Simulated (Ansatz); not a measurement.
# C2HF2 radical: basis-set convergence

An exercise on one series of results from a longer session: the logs are not shown, and one member is left open.

Method: one geometry, several basis sets; program: Ansatz 0.2.0, Gaussian basis.

Plan: PBE0-D4/def2-SVP; ωB97M-V/def2-SVP; PBE0-D4/def2-QZVPP; ωB97M-V/def2-QZVPP; the functionals' def2-TZVPP values are taken from earlier runs.

## The relaxed structure

An earlier PBE0-D4 in a triple-zeta def2 set relaxation fixed the geometry.

SMILES `F/[C]=C\F`, 5 atoms, charge 0, spin multiplicity 2.

Atoms are counted from 1 here; the program's logs count them from 0.

Bond lengths: F1–C2 1.295 Å, C2–C3 1.313 Å, C3–F4 1.341 Å, C3–H5 1.080 Å. Angles: F1–C2–C3 131.7°, C2–C3–F4 122.5°, C2–C3–H5 122.5°, F4–C3–H5 115.0°.

The first run:

The input, in.yaml:

```yaml
crystal:
  periodic: [false, false, false]
  atoms:
    - {symbol: F, position_ang: [-1.049364, 0.476010, -1.486236]}
    - {symbol: C, position_ang: [-0.103961, -0.180254, -0.893188]}
    - {symbol: C, position_ang: [0.314083, -0.175070, 0.351330]}
    - {symbol: F, position_ang: [-0.242046, 0.599582, 1.294681]}
    - {symbol: H, position_ang: [1.131087, -0.793869, 0.692013]}
basis:
  gaussian: {orbitals: def2-SVP}
magnetization: {spin_polarized: true, initial_magnetization: 1}
hamiltonian: {xc: pbe0, dispersion: d4}
output: {orbitals: {seedname: orbitals}}
```

Among the steps run: PBE0-D4 in def2-SVP; ωB97M-V in def2-SVP; PBE0-D4 in def2-QZVPP; ωB97M-V in def2-QZVPP.

One of the session's tables, all rows but one given; the rest of the session is left out.

It belongs to the step «Functionals by basis». 

```
functional       basis  HOMO (eV)  LUMO (eV)
   PBE0-D4    def2-SVP          ?          ?
   PBE0-D4  def2-TZVPP      -7.65      -3.00
   PBE0-D4  def2-QZVPP      -7.69      -3.05
   ωB97M-V    def2-SVP      -9.76      -0.73
   ωB97M-V  def2-TZVPP      -9.92      -1.07
   ωB97M-V  def2-QZVPP      -9.97      -1.16
```

Estimate the missing values for PBE0-D4, def2-SVP.

The run gave: HOMO (eV): -7.51; LUMO (eV): -2.81. In the column «HOMO (eV)» it is the highest.
